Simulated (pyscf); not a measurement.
H₂N–SiH(NH₂)–NH₂ + water (H₂O) → ammonia (NH₃) + H₂N–SiH(NH₂)–OH (four-centre exchange; singlet surface; N–Si, H–O broken, H–N, O–Si formed). Structures and frequencies: ωB97X-D3(BJ)/def2-SVP in PySCF. Energies in eV from the separated reactants.

| level | barrier | reaction energy |
|---|---|---|
| ωB97X-D3(BJ)/def2-TZVP | … | -0.51 |
| PBE/def2-TZVP | 0.68 | -0.53 |
| r²SCAN/def2-TZVP | 0.72 | -0.56 |
| M06-2X/def2-TZVP | … | … |
| ωB97M-D3(BJ)/def2-TZVP | 0.84 | -0.53 |
| HF/def2-TZVP | 1.68 | -0.59 |

Fill in the missing entries.


- ωB97X-D3(BJ)/def2-TZVP, barrier: 0.85
- M06-2X/def2-TZVP, barrier: 0.82
- M06-2X/def2-TZVP, reaction energy: -0.54

The functionals in the table span 0.17 eV in this barrier, from PBE to ωB97X-D3(BJ)/def2-TZVP. On the reactant side the descent ends in a complex, 0.26 eV under the separated species and 1.11 eV under the saddle at ωB97X-D3(BJ)/def2-TZVP. On the product side the descent ends in a complex (not fully relaxed), 0.23 eV under the separated species and 1.60 eV under the saddle at ωB97X-D3(BJ)/def2-TZVP. This is the saddle that the search found; another between the same sides may lie lower.
